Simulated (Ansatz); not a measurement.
## Relaxing Sn2F

Level of theory: DFT PBE, scalar-relativistic, plane waves, PAW (Ansatz). Cutoff 420 eV, Γ-centred k mesh, Gaussian smearing, no spin polarisation in the final step.

The start puts Sn2F on the anti-CaCl2 structure type (Pnnm, No. 58), with F in place of Ca, Sn in place of Cl, at a guessed volume.

```
CELL_PARAMETERS angstrom
5.73303 0.00000 0.00000
0.00000 5.90759 0.00000
0.00000 0.00000 3.85877
ATOMIC_POSITIONS crystal
Sn 0.22500 0.82500 0.50000
Sn 0.72500 0.67500 0.00000
Sn 0.77500 0.17500 0.50000
Sn 0.27500 0.32500 0.00000
F 0.50000 0.50000 0.50000
F 0.00000 0.00000 0.00000
```

Cell and atoms relax at zero pressure; the relaxation can't lower the symmetry of the start. After a coarse first stage the cell is made exact in the group found at 0.06 Å.

Formation energies are uncorrected and refer to the elements' standard structures at the same level (F₂ as a molecule).

Problem. What does it relax into?

Solution. It ends in Immm (No. 71). Conventional cell: a = 3.323 Å, b = 5.413 Å, c = 7.826 Å. Around Sn lie 1 F at 2.24 Å; around F lie 2 Sn at 2.24 Å.

```xyz
3
Lattice="-1.6614 2.7065 3.9128 1.6614 -2.7065 3.9128 1.6614 2.7065 -3.9128" Properties=species:S:1:pos:R:3 pbc="T T T"
Sn    0.0000    0.0000    5.5905
Sn    0.0000    0.0000    2.2351
F     0.0000    0.0000    0.0000
```

Problem. What are its volume, energy, density and gap?

Solution. The volume per atom is 23.46 Å³ and the density is 6.05 g/cm³. The energy over the elements is -0.93 eV/atom. The gap on the 16×16×16 mesh is 0 eV (a metal).

The final run used a 16×16×16 mesh on its 3-atom cell and 0.10 eV smearing. The k mesh leaves about 4 meV/atom of noise in metals. A structure relaxed within its symmetry needn't be a true minimum.

Cost: 4 runs of about 7.6 core-minutes in all, on Intel Xeon 6975P-C (Granite Rapids) (shared hosts).